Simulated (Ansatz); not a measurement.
Program: Ansatz. Geometries: PBE0-D4/def2-TZVP. ΔE: electronic, gas phase. CBS: MP2 limit from def2 TZ/QZ plus the TZ coupled-cluster correction, frozen cores. DFT in def2-TZVPP. B3LYP here is the variant with VWN-RPA as its local correlation; programs differ in this. One conformer a species, not always the lowest.

Consider the isomerisation: `CC(=O)C(F)F` → `FC[C@@H]1O[C@H]1F`.

Is it downhill or uphill in electronic energy at CCSD(T)/CBS, and by how much? (Estimate.)

Ansatz gave: Uphill: ΔE = +1.21 eV.

What do these levels give: PBE0-D4, B3LYP-D4, B2PLYP, PBE, CCSD(T)/def2-TZVPP, HF/CBS(def2)? (Estimate.)

Computed: PBE0-D4 1.10, B3LYP-D4 1.27, B2PLYP 1.26, PBE 1.12, CCSD(T)/def2-TZVPP 1.22, HF/CBS(def2) 1.37 eV.

Largest T1 diagnostic among the species: 0.013.

In def2-TZVPP, CCSD(T) changes the Hartree–Fock value by −0.15 eV (the triples alone add +0.00 eV) and MP2 by −0.19 eV.
